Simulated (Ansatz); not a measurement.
**[OH···H···BH2], doublet: the ladder up to UCCSDT(Q)**

Geometry: a point of a hydrogen-transfer path between rigid fragments, not a stationary point.

```xyz
6

O    -1.2200   -0.0303    0.0000
H    -1.4693    0.8963    0.0000
H     0.3590   -0.0303    0.0000
B     1.5290   -0.0303    0.0000
H     2.0381   -0.0303    1.0770
H     2.0381   -0.0303   -1.0770
```

Basis cc-pVDZ; Ansatz 0.2.0. Only valence electrons are correlated (noble-gas cores frozen), which leaves 13 electrons in 46 orbitals. Prefix R: restricted or restricted open-shell reference; prefix U: unrestricted. Active spaces: pair = (3e, 3o) about the gap.

Full CI isn't at hand for all of this; UCCSDT(Q) serves as the reference, and is uncertain by about the last step of the cluster series. The frozen core follows each run's orbitals, which can shift R against U totals by a few meV.

For open shells CISD is restricted-active-space CI with the open shells as a complete middle space.

```
UHF ⟨S²⟩                          : 0.760
T1 diagnostic (RCCSD)             : 0.0218
largest doubles amplitude (RCCSD) : 0.037
T1 diagnostic (UCCSD)             : 0.0165
```

```csv
level,E − E(UCCSDT(Q)) (kcal/mol),share of correlation (%),wall time
RHF,188.48,0.00,–
UHF,185.26,1.71,–
RMP2,27.80,85.25,–
UMP2,27.77,85.27,–
CISD,17.31,90.82,3.9 s
RCCSD,3.48,98.16,–
UCCSD,3.43,98.18,–
RCCSD(T),0.67,99.64,2.4 s
UCCSD(T),0.67,99.65,2.6 s
BCCD(T),0.68,99.64,2.8 s
RCCSDT,0.24,99.87,–
UCCSDT,0.22,99.88,–
RCCSDT(Q),0.02,99.99,65 s
CASSCF (pair space),174.26,7.55,–
NEVPT2 (pair space),26.56,85.91,1.1 s
MRCISD (pair space),15.22,91.93,–
MRCISD+Q (pair space),1.30,99.31,1.5 s
```

The correlation energy at UCCSDT(Q), counted from RHF, is -8.173 eV. That run took 55 s on 1 thread of Arm Neoverse V2, shared host.

Times hold each run's SCF and search for its determinant on a shared host, so for small cases they say little of a method's own cost; they ran on 1 thread of Arm Neoverse V2.
